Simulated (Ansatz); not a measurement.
# H$_{2}$B–B, triplet: the ladder up to full CI

Geometry: a point of a stretch scan, not a stationary point.

```xyz
4

B     0.0000   -0.0265    0.6610
B     0.0000   -0.0265   -0.9241
H     0.0000    1.6431    1.5825
H     0.0000   -1.0744    1.2394
```

Basis 6-31G; Ansatz 0.2.0. Correlated methods freeze the noble-gas cores, which leaves 8 electrons in 20 orbitals. R marks a restricted (for open shells ROHF) determinant, U an unrestricted one. Active spaces: valence = (8e, 10o) chosen from the atoms' valence shells; pair = (4e, 4o) about the gap.

Full CI is exact within this basis and frozen core; it isn't the basis-set limit. The frozen core follows each run's orbitals, which can shift R against U totals by a few meV.

Unrestricted rows (U) aren't spin-pure: their determinants' ⟨S²⟩ exceeds S(S+1) by up to 0.30, so they mix in states of higher spin. For open shells CISD is restricted-active-space CI with the open shells as a complete middle space.

The UHF ⟨S²⟩ is 2.295. The T1 diagnostic (RCCSD) is 0.0407 and the largest doubles amplitude (RCCSD) is 0.091. The T1 diagnostic (UCCSD) is 0.0665.

```json
{"level": "UHF", "E − E(RHF) (eV)": "-0.1438"}
{"level": "RMP2", "E − E(RHF) (eV)": "-2.2338"}
{"level": "UMP2", "E − E(RHF) (eV)": "-2.1377"}
{"level": "RCCSD", "E − E(RHF) (eV)": "-3.1929"}
{"level": "UCCSD", "E − E(RHF) (eV)": "-3.1934"}
{"level": "RCCSD(T)", "E − E(RHF) (eV)": "-3.3054"}
{"level": "UCCSD(T)", "E − E(RHF) (eV)": "-3.3001"}
```

Question: Estimate how far full CI in 6-31G lies from RCCSD(T). The table doesn't fix it; the size of (T) and the diagnostics are the guide.

Answer: Full CI in 6-31G lies 4.7 kJ/mol below RCCSD(T), which is 43 % of the (T) step (-10.9 kJ/mol). T1 is raised, and the rest is a large part of (T). The miss exceeds 1 kcal/mol.

The other levels:

```tsv
level	E − E(full CI) (kJ/mol)	share of correlation (%)	wall time
CISD	34.0	89.51	0.42 s
BCCD(T)	4.3	98.67	0.75 s
RCCSDT	0.6	99.82	–
UCCSDT	0.5	99.84	–
RCCSDT(Q)	0.2	99.95	3.1 s
UCCSDT(Q)	0.0	99.99	5 s
CASSCF (pair space)	233.5	27.86	–
NEVPT2 (pair space)	73.9	77.16	0.21 s
MRCISD (pair space)	20.1	93.80	–
MRCISD+Q (pair space)	3.9	98.81	0.57 s
CASSCF (valence space)	74.9	76.86	–
NEVPT2 (valence space)	21.1	93.47	3 s
MRCISD (valence space)	2.2	99.32	–
MRCISD+Q (valence space)	0.9	99.73	6 s
```

The correlation energy at full CI, counted from RHF, is -3.354 eV. That run took 56 s on 1 thread of Intel Xeon 6975P-C, shared host over 11,708,928 determinants.

Times hold each run's SCF and search for its determinant on a shared host, so for small cases they say little of a method's own cost; they ran on 1 thread of Intel Xeon 6975P-C.

The full-CI state has the irrep A'' of Cs, in the program's axes.

Natural occupations of full CI about the gap: 1.967 1.945 1.856 0.996 0.978 0.128 0.036 0.033 0.018 0.017; effectively unpaired electrons, Σ n²(2−n)², 2.16.
